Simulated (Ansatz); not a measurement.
**Si3H7 (SMILES [SiH3][SiH][SiH3]): the electronic atomisation energy, rung by rung**

The species is Si3H7 (10 atoms), meant as a doublet with charge 0. As SMILES, `[SiH3][SiH][SiH3]`. The coordinates come from a PBE0-D4/def2-TZVP relaxation.

```xyz
10

Si   -1.3269    0.8549   -1.2092
Si    0.7194   -0.1316   -0.7196
Si    1.0004   -1.0033    1.4161
H    -2.4119   -0.0652   -0.7771
H    -1.4437    1.0898   -2.6730
H    -1.5055    2.1579   -0.5089
H     1.8858    0.6722   -1.1846
H    -0.1781   -1.8495    1.7413
H     1.1150    0.0641    2.4493
H     2.2285   -1.8403    1.4688
```

Each level gives the electronic atomisation energy (eV). The values are calculated. Electronic energies at fixed atoms, without zero-point motion or spin-orbit coupling.

```json
{"level": "USVWN5/cc-pVDZ", "kind": "LDA", "program": "Ansatz", "value (eV)": "30.56", "less CCSD(T)/cc-pVDZ": "+4.56", "CPU time (all runs)": "8 s"}
{"level": "UBLYP/cc-pVDZ", "kind": "GGA", "program": "Ansatz", "value (eV)": "26.95", "less CCSD(T)/cc-pVDZ": "+0.95", "CPU time (all runs)": "15 s"}
{"level": "UPBE/cc-pVDZ", "kind": "GGA", "program": "Ansatz", "value (eV)": "27.35", "less CCSD(T)/cc-pVDZ": "+1.35", "CPU time (all runs)": "15 s"}
{"level": "U-r2SCAN/cc-pVDZ", "kind": "meta-GGA", "program": "Ansatz", "value (eV)": "27.93", "less CCSD(T)/cc-pVDZ": "+1.93", "CPU time (all runs)": "38 s"}
{"level": "UPBE0/cc-pVDZ", "kind": "global hybrid", "program": "Ansatz", "value (eV)": "27.42", "less CCSD(T)/cc-pVDZ": "+1.42", "CPU time (all runs)": "21 s"}
{"level": "U-wB97M-V/cc-pVDZ", "kind": "range-separated hybrid", "program": "Ansatz", "value (eV)": "28.03", "less CCSD(T)/cc-pVDZ": "+2.03", "CPU time (all runs)": "2.7 min"}
{"level": "UB2PLYP/cc-pVDZ", "kind": "double hybrid", "program": "Ansatz", "value (eV)": "27.00", "less CCSD(T)/cc-pVDZ": "+1.00", "CPU time (all runs)": "20 s"}
{"level": "UMP2/cc-pVDZ", "kind": "perturbation theory", "program": "Ansatz", "value (eV)": "25.53", "less CCSD(T)/cc-pVDZ": "-0.47", "CPU time (all runs)": "5.6 s"}
{"level": "UCCSD(T)/cc-pVDZ", "kind": "coupled cluster or CI", "program": "Ansatz", "value (eV)": "26.00", "less CCSD(T)/cc-pVDZ": "0.00", "CPU time (all runs)": "48 s"}
{"level": "UCCSD/cc-pVDZ", "kind": "coupled cluster or CI", "program": "Ansatz", "value (eV)": "25.82", "less CCSD(T)/cc-pVDZ": "-0.18", "CPU time (all runs)": "37 s"}
```

UCCSD(T)/cc-pVDZ is the highest level here, not the true value. Correlated wave functions underbind in double-zeta sets. The values span 25.53 to 30.56 eV. CPU times are rough (shared hosts, several kinds of processor and program).
